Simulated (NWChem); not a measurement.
The numbers come from NWChem runs, not from measurements. System: AlCl3, charge 0, spin multiplicity 1, at a geometry optimised with PBE/def2-SVP. The structure started from a generated list of species. Level: MP2/def2-TZVP, 20 core orbitals frozen.

Part of the output:

```
             Northwest Computational Chemistry Package (NWChem) 7.3.0
             --------------------------------------------------------

                                NWChem Input Module
                                -------------------

 Scaling coordinates for geometry "geometry" by  1.889725989
 (inverse scale =  0.529177249)

 Turning off AUTOSYM since
 SYMMETRY directive was detected!

                             Geometry "geometry" -> ""
                             -------------------------

 Output coordinates in angstroms (scale by  1.889725989 to convert to a.u.)

  No.       Tag          Charge          X              Y              Z
 ---- ---------------- ---------- -------------- -------------- --------------
    1 Al                  13.0000     0.00000000     0.00000000    -0.00000300
    2 Cl                  17.0000     0.00000000     0.00000000     2.09368500
    3 Cl                  17.0000     1.81319600     0.00000000    -1.04684100
    4 Cl                  17.0000    -1.81319600     0.00000000    -1.04684100

 Effective nuclear repulsion energy (a.u.)     294.0886890180

            Nuclear Dipole moment (a.u.)
            ----------------------------
        X                 Y               Z
 ---------------- ---------------- ----------------
     0.0000000000     0.0000000000     0.0000226767

      Symmetry information
      --------------------

 Group name             C2v
 Group number             16
 Group order               4
 No. of unique centers     3

      Symmetry unique atoms

     1    2    3


 Summary of "ao basis" -> "" (spherical)
 ------------------------------------------------------------------------------
       Tag                 Description            Shells   Functions and Types
 ---------------- ------------------------------  ------  ---------------------
 *                         def2-tzvp                  on all atoms

 Summary of "ao basis" -> "ao basis" (spherical)
 ------------------------------------------------------------------------------
       Tag                 Description            Shells   Functions and Types
 ---------------- ------------------------------  ------  ---------------------
 Al                        def2-tzvp                13       37   5s5p2d1f
 Cl                        def2-tzvp                13       37   5s5p2d1f

                                 NWChem SCF Module
                                 -----------------

  ao basis        = "ao basis"
  functions       =   148
  atoms           =     4
  closed shells   =    32
  open shells     =     0
  charge          =   0.00
  wavefunction    = RHF
  use symmetry    = T
  symmetry adapt  = T

 Summary of "ao basis" -> "ao basis" (spherical)
 ------------------------------------------------------------------------------
       Tag                 Description            Shells   Functions and Types
 ---------------- ------------------------------  ------  ---------------------
 Al                        def2-tzvp                13       37   5s5p2d1f
 Cl                        def2-tzvp                13       37   5s5p2d1f

      Symmetry analysis of basis
      --------------------------

        a1         57
        a2         18
        b1         43
        b2         30

 Forming initial guess at       0.1s

      Superposition of Atomic Density Guess
      -------------------------------------

 Sum of atomic energies:       -1620.30788969

      Non-variational initial energy
      ------------------------------

 Total energy =   -1620.937557
 1-e energy   =   -2828.149847
 2-e energy   =     913.123601
 HOMO         =      -0.444013
 LUMO         =      -0.028354

      Symmetry analysis of molecular orbitals - initial
      -------------------------------------------------

  Numbering of irreducible representations:

     1 a1          2 a2          3 b1          4 b2

  Orbital symmetries:

     1 a1          2 a1          3 b1          4 a1          5 a1
     6 a1          7 b1          8 a1          9 a1         10 b1
    11 b2         12 b1         13 a1         14 b2         15 a2
    16 b1         17 a1         18 a1         19 b1         20 b2
    21 a1         22 a1         23 b1         24 a1         25 b1
[...]
              MO Center= -5.6D-10, -9.8D-16,  1.0D+00, r^2= 4.3D+00
   Bfn.  Coefficient  Atom+Function         Bfn.  Coefficient  Atom+Function
  ----- ------------  ---------------      ----- ------------  ---------------
    53      0.439876  2 Cl py                56      0.278805  2 Cl py
    90     -0.219942  3 Cl py               127     -0.219942  4 Cl py
    50      0.200881  2 Cl py                44     -0.160076  2 Cl py

 Vector   32  Occ=2.000000D+00  E=-4.667008D-01  Symmetry=b1
              MO Center= -5.4D-12,  5.2D-17,  1.6D-05, r^2= 5.5D+00
   Bfn.  Coefficient  Atom+Function         Bfn.  Coefficient  Atom+Function
  ----- ------------  ---------------      ----- ------------  ---------------
    52      0.317323  2 Cl px                91     -0.274809  3 Cl pz
   128      0.274809  4 Cl pz                55      0.208204  2 Cl px
    94     -0.180309  3 Cl pz               131      0.180309  4 Cl pz
    89     -0.158657  3 Cl px               126     -0.158657  4 Cl px

 Vector   33  Occ=0.000000D+00  E= 6.197763D-02  Symmetry=b2
              MO Center= -7.8D-16,  1.1D-16, -5.7D-06, r^2= 5.0D+00
   Bfn.  Coefficient  Atom+Function         Bfn.  Coefficient  Atom+Function
  ----- ------------  ---------------      ----- ------------  ---------------
    19      0.945810  1 Al py                16      0.361981  1 Al py
    56     -0.284052  2 Cl py                93     -0.284051  3 Cl py
   130     -0.284051  4 Cl py

 Vector   34  Occ=0.000000D+00  E= 6.261971D-02  Symmetry=a1
              MO Center=  9.9D-16,  2.7D-16, -1.4D-05, r^2= 5.2D+00
   Bfn.  Coefficient  Atom+Function         Bfn.  Coefficient  Atom+Function
  ----- ------------  ---------------      ----- ------------  ---------------
     5      1.448338  1 Al s                 42     -0.387555  2 Cl s
    79     -0.387558  3 Cl s                116     -0.387558  4 Cl s
    57      0.299917  2 Cl pz                92      0.259740  3 Cl px
   129     -0.259740  4 Cl px                 3     -0.195868  1 Al s
     4      0.187783  1 Al s

 Vector   35  Occ=0.000000D+00  E= 1.642962D-01  Symmetry=a1
              MO Center= -8.9D-12, -1.2D-16, -7.7D-02, r^2= 8.3D+00
   Bfn.  Coefficient  Atom+Function         Bfn.  Coefficient  Atom+Function
  ----- ------------  ---------------      ----- ------------  ---------------
    20      1.747212  1 Al pz                42     -1.035444  2 Cl s
    79      0.517717  3 Cl s                116      0.517717  4 Cl s
    57      0.335898  2 Cl pz                92     -0.285683  3 Cl px
   129      0.285683  4 Cl px                17      0.166090  1 Al pz
    94     -0.158924  3 Cl pz               131     -0.158924  4 Cl pz

 center of mass
 --------------
 x =   0.00000000 y =   0.00000000 z =   0.00000034

 moments of inertia (a.u.)
 ------------------
         821.093377000649           0.000000000000           0.000000000000
           0.000000000000        1642.198046668730           0.000000000000
           0.000000000000           0.000000000000         821.104669668082

  Mulliken analysis of the total density
  --------------------------------------

    Atom       Charge   Shell Charges
 -----------   ------   -------------------------------------------------------
    1 Al  13    12.15   2.00  0.65  1.34  0.60  0.03  2.92  2.28  0.82  0.81  0.11  0.24  0.23  0.13
    2 Cl  17    17.28   2.01  0.45  1.52  1.08  0.85  4.18  1.69  1.07  2.88  1.53  0.01  0.02  0.00
    3 Cl  17    17.28   2.01  0.45  1.52  1.08  0.85  4.18  1.69  1.07  2.88  1.53  0.01  0.02  0.00
    4 Cl  17    17.28   2.01  0.45  1.52  1.08  0.85  4.18  1.69  1.07  2.88  1.53  0.01  0.02  0.00

       Multipole analysis of the density wrt the origin
       ------------------------------------------------

     L   x y z        total         open         nuclear
     -   - - -        -----         ----         -------
     0   0 0 0     -0.000000      0.000000     64.000000

     1   1 0 0      0.000000      0.000000      0.000000
     1   0 1 0     -0.000000      0.000000      0.000000
     1   0 0 1     -0.000004      0.000000      0.000023

     2   2 0 0    -40.452290      0.000000    399.177536
     2   1 1 0      0.000000      0.000000      0.000000
     2   1 0 1     -0.000000      0.000000      0.000000
     2   0 2 0    -34.701912      0.000000      0.000000
     2   0 1 1     -0.000000      0.000000      0.000000
     2   0 0 2    -40.452238      0.000000    399.172046

                   NWChem MP2 Semi-direct Energy/Gradient Module
                   ---------------------------------------------

  Basis functions       =    148
  Molecular orbitals    =    148
  Frozen core           =     20
  Frozen virtuals       =      0
  Active alpha occupied =     12
  Active beta occupied  =     12
  Active alpha virtual  =    116
  Active beta virtual   =    116
  Use MO symmetry       = T
  Use skeleton AO sym   = T

  AO/Fock/Back tols     =   1.0D-09  1.0D-09  1.0D-09

 GA uses MA = F    GA memory limited = T

 Available:
  local mem=  1.26D+08
 global mem=  1.44D+08
 local disk=  0.00D+00
  mp2_memr nvloc                   116
  nvloc new                   116
   1 passes of  12:        5242880                     114256                  47223511.
   1 passes of  12: M    126150776           G      144135392           F     120907896.

 Semi-direct pass number   1 of   1  for RHF alpha+beta  at        4.3s
  vrange nnbf                  9970
  mp2_eaftype                   180  avail_ma_in_mb                  1099
 EAF : mp2_eaftype filesize         180   23611756.
  mp2_eaf for mointskh                    180
Node 0 wrote    111.0 Mb in      0.1 s     Agg I/O rate:  1824.7 Mb/s
 Done moints_semi at       11.6s
  mp2_eaftype                   180  avail_ma_in_mb                   919
 EAF : mp2_eaftype filesize         180   23611756.
  mp2_eaf for kh                   180
 Done maket at       12.0s
 Done multipass loop at       12.0s

          -------------------------------------------
          SCF energy               -1620.692547432338
          Correlation energy          -0.616270452409
          Singlet pairs               -0.379902650588
          Triplet pairs               -0.236367801821
          Total MP2 energy         -1621.308817884747
          -------------------------------------------

          ---------------------------------------------------
                    Spin Component Scaled (SCS) MP2
          Same spin pairs                     -0.157578534547
          Same spin scaling factor             0.333333333333
          Opposite spin pairs                 -0.458691917862
          Opposite spin scaling fact.          1.200000000000
          SCS-MP2 correlation energy          -0.602956479616
          Total SCS-MP2 energy             -1621.295503911954
          ---------------------------------------------------

 -----------------------
 Performance information
 -----------------------

 Timer overhead =  1.90D-07 seconds/call

               Nr. of calls         CPU time (s)                 Wall time (s)                GFlops
             ---------------    -------------------     ------------------------------   -------------------
Name         Min   Avg   Max    Min     Avg     Max     Min     Avg     Max   Mx/calls   Min     Max     Sum
mp2: moin     1     1     1    7.3     7.3     7.3      7.3     7.3     7.3     7.3      0.0     0.0     0.0
mp2: make     1     1     1   0.37    0.37    0.37     0.37    0.37    0.37    0.37      0.0     0.0     0.0
mp2: tota     1     1     1    7.8     7.8     7.8      7.8     7.8     7.8     7.8      0.0     0.0     0.0

 The average no. of pstat calls per process was 3.00D+00
 with a timing overhead of 5.71D-07s

 Task  times  cpu:       12.0s     wall:       12.0s

 Total times  cpu:       12.0s     wall:       12.0s
```

Problem. Write an NWChem input that would produce this output.

Solution. Several could match; the one computed here: 
```
start mol
memory heap 200 mb stack 900 mb global 1100 mb
geometry units angstroms nocenter noautoz
  Al     0.000000     0.000000    -0.000003
  Cl     0.000000     0.000000     2.093685
  Cl     1.813196     0.000000    -1.046841
  Cl    -1.813196     0.000000    -1.046841
  symmetry group C2v
end
basis spherical
  * library def2-tzvp
end
scf
  rhf
  nopen 0
  maxiter 100
  thresh 1e-7
  semidirect memsize 60000000 filesize 0
end
mp2
  freeze core 20
end
task mp2 energy
```
